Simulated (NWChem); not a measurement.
# difluoromethane (CH2F2); SMILES FCF

```xyz
5

F      1.1104     0.0000    -0.2897
C      0.0000     0.0000     0.4951
F     -1.1104     0.0000    -0.2897
H      0.0000     0.9226     1.1222
H      0.0000    -0.9226     1.1222
```
Atoms are numbered in this order, from 1.

STO-3G and 3-21G are far too small for this property and stand as cheap habits. Structure relaxed at the PBE-D3(BJ)/def2-SVP level. B3LYP is NWChem's, with the RPA form of VWN correlation.

Symmetry labels are those of C2v in the frame above (b1 and b2, or b-type labels, depend on it).

### Question
List the 4 lowest vertical singlet excitations from B3LYP/3-21G, TDA (NWChem).

### Answer
```csv
state,energy (eV),oscillator strength,symmetry,leading excitation (squared amplitude)
S1,10.98,0.203,b2,HOMO → LUMO (0.96)
S2,11.03,0.000,a2,HOMO → LUMO+1 (0.99)
S3,12.12,0.003,b1,HOMO−1 → LUMO (0.96)
S4,12.14,0.018,a1,HOMO−2 → LUMO (0.48)
```
